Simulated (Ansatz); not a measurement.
**[NH$_{2}$···H···H], doublet: transfer scan**

Starting geometry:

```xyz
5

N    -0.1499   -0.0316   -0.0492
H    -0.4471    0.9362   -0.0492
H    -0.4471   -0.4339    0.8311
H     0.8626   -0.0316   -0.0492
H     2.1141   -0.0316   -0.0492
```

From there H4 is moved from one fragment to the other while all else, the fragments' distance too, stays fixed, so the hump isn't the reaction's barrier; atoms are numbered as listed. Energies are in kJ/mol, counted from the starting geometry at the same level. Kohn–Sham curves are unrestricted where that lies lower.

Basis cc-pVTZ; Ansatz 0.2.0. Correlated methods freeze the noble-gas cores. R marks a restricted (for open shells ROHF) determinant, U an unrestricted one. Active spaces: valence = (9e, 8o) chosen from the atoms' valence shells.

Runs in a small pair space aren't shown, since their orbitals change along the scan.

Full CI isn't at hand for all of this; UCCSDT(Q) serves as the reference, and is uncertain by about the last step of the cluster series. The frozen core follows each run's orbitals, which can shift R against U totals by a few meV.

```tsv
distance N1-H4 (Å)	UCCSDT(Q)	curve A	curve B	curve C	curve D
1.012	0.0	0.0	0.0	0.0	0.0
1.085	6.8	2.0	7.9	3.9	19.0
1.230	36.1	20.9	38.8	25.4	82.6
1.374	42.4	25.3	45.1	30.2	71.7
1.519	33.4	23.4	35.0	25.5	31.8
```

(1) The curves come from B3LYP, MRCISD (valence space), RHF, RPA-PBE. Compare each with UCCSDT(Q) and say which is which.

Answers

(1) A: B3LYP, B: MRCISD (valence space), C: RPA-PBE, D: RHF. Spread of the error against UCCSDT(Q), over the points where both stand: A 17.1, B 2.7, C 12.3, D 48.1 kJ/mol.
